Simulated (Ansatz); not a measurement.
A nudged elastic band was laid between two geometries of AlH7NP (10 atoms, charge 0, multiplicity 1).

These are results of Ansatz 0.2.0, RKS r2SCAN/def2-SVP, not measurements.

```yaml
movable_images: 5
climbing_image: yes
spring: 5.0 eV/Å²
optimiser: quadratic models (default)
start_path: through a guess of the saddle point
force_threshold: 0.05 eV/Å
iteration_limit: 60
end_points: relaxed
```

Initial state:

```xyz
10
Properties=species:S:1:pos:R:3
Al -0.127 0.023 0.427
N 0.319 -0.874 1.914
H -0.328 -1.387 2.504
H 1.266 -1.008 2.255
H 1.070 0.470 -0.537
H -1.620 -0.172 -0.116
P -0.606 2.500 1.209
H -1.015 3.458 0.242
H 0.416 3.278 1.817
H -1.624 2.759 2.166
```

Final state:

```xyz
10
Properties=species:S:1:pos:R:3
Al -0.225 0.595 0.145
N -0.262 -0.023 2.123
H -0.304 -1.043 2.202
H 0.570 0.283 2.634
H 1.137 -0.110 -0.318
H -1.626 -0.014 -0.340
P -0.145 2.962 0.282
H -1.202 3.058 1.246
H 0.882 2.988 1.282
H -1.073 0.350 2.624
```

(1) What changes between the two ends?

(2) What energy profile does the band end with?

(3) What is the geometry of the highest image?

(4) What are the harmonic wavenumbers there?

## Answers

(1) Bonds broken: P7–H10. Bonds formed: N2–H10.

(2) The run converged. The highest image is number 3 of 0 to 6, 0.72 eV above the first end and 1.23 eV above the last; the last end lies 0.52 eV below the first. A vibrational analysis at the climbing image gives one clearly imaginary mode, 961i cm⁻¹: a first-order saddle point. The orbitals stay closed-shell, which can raise the energy where a bond breaks towards radicals; this wasn't checked here.

```tsv
image	path coordinate (Å)	energy (eV)	P7–H10 (Å)	N2–H10 (Å)
0	0.00	0.00	1.42	4.13
1	1.18	0.03	1.42	3.33
2	2.37	0.10	1.42	2.99
3	3.56	0.72	1.61	1.55
4	4.48	-0.19	2.68	1.04
5	5.41	-0.50	3.34	1.02
6	6.33	-0.52	3.63	1.02
```

(3) 
```xyz
10
Properties=species:S:1:pos:R:3
Al -0.093 0.226 0.163
N -0.063 -0.244 2.020
H -0.821 -0.814 2.400
H 0.805 -0.576 2.445
H 1.354 0.214 -0.502
H -1.437 -0.223 -0.564
P -0.470 2.482 1.165
H -1.698 3.181 1.244
H 0.474 3.530 1.290
H -0.301 1.272 2.219
```

(4) 961i, 172, 224, 284, 341, 348, 426, 481, 557, 619, 631, 706, 747, 766, 1035, 1259, 1485, 1543, 1906, 1912, 2459, 2490, 3505, 3599 cm⁻¹.

Time of the run: 3.9 min on 2 threads of Arm Neoverse V2, with other jobs on the host, peak memory 0.14 GiB.
